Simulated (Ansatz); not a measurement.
Cost and result for the atomization energy of `N=C(O)C=CF` (10 atoms, 9 bonds).

Z-matrix (Å, degrees):
```
C
O 1 1.348
C 1 1.468 2 110.2
N 1 1.265 2 119.5 3 -180.0
H 2 0.967 1 105.7 3 180.0
C 3 1.324 1 126.9 2 178.9
H 3 1.083 1 116.7 2 -1.0
H 4 1.012 1 112.0 2 180.0
F 6 1.331 3 123.5 1 0.1
H 6 1.083 3 124.4 1 -179.9
```

The species carries charge 0 and has multiplicity 1. The structure was optimised at the PBE0-D4/def2-TZVP level. It is one conformer, not always the lowest. Program: Ansatz. All runs use 4 threads of an Intel Xeon 6975P-C on a shared host. Times are those of one run each, without the atoms' runs, and a repeat can differ threefold. Electronic energies, without spin–orbit coupling; frozen cores. CCSD(T)/CBS adds CCSD(T) − MP2 in def2-TZVPP to the MP2 limit, and its time is that of the two runs behind it. T1 = 0.014; the RHF reference is unstable towards UHF. B3LYP takes the VWN-RPA correlation (the form of Gaussian; ORCA's B3LYP/G).

CCSD(T)/CBS is a level of theory with its own doubt, some kJ/mol a heavy atom from the limit and from the frozen cores, so smaller differences don't rank the functionals.

```
                             level  functions  wall time  atomization (kJ/mol)  difference from CCSD(T)/CBS  per bond
   PBE-D4/def2-TZVPP (with forces)        242      1.3 s                4436.5                        207.8      23.1
                PBE0-D4/def2-TZVPP        242      1.4 s                4281.0                         52.3       5.8
r2SCAN-D4/def2-TZVPP (with forces)        242        2 s                4259.7                         31.0       3.4
 B3LYP-D4/def2-TZVPP (with forces)        242      2.1 s                4248.4                         19.7       2.2
                 B2PLYP/def2-TZVPP        242      3.2 s                4203.8                        -24.9      -2.8
                ωB97X-V/def2-TZVPP        242      3.5 s                4246.0                         17.3       1.9
  ωB97M-V/def2-TZVPP (with forces)        242      4.9 s                4257.8                         29.1       3.2
                    MP2/def2-QZVPP        462       14 s                4310.2                         81.5       9.1
                CCSD(T)/def2-TZVPP        242       45 s                4102.8                       -125.9     -14.0
                 CCSD(T)/CBS(def2)          –       59 s                4228.7                          0.0       0.0
```

The D4 term adds +28.9 kJ/mol with B3LYP and +15.1 kJ/mol with PBE0; it sums over pairs of atoms, weighted by their polarisabilities, and B3LYP, whose exchange is more repulsive, gets the larger term. In def2-TZVPP, CCSD(T) changes the Hartree–Fock value by +1240.1 kJ/mol (the triples alone add +93.8 kJ/mol) and MP2 by +1373.1 kJ/mol; breaking electron pairs costs correlation energy, which Hartree–Fock lacks. From PBE to PBE0 (25 % exact exchange), in def2-TZVPP and without D4, the atomization energy moves by −152.5 kJ/mol: exact exchange takes away binding that semilocal exchange gives to molecules.
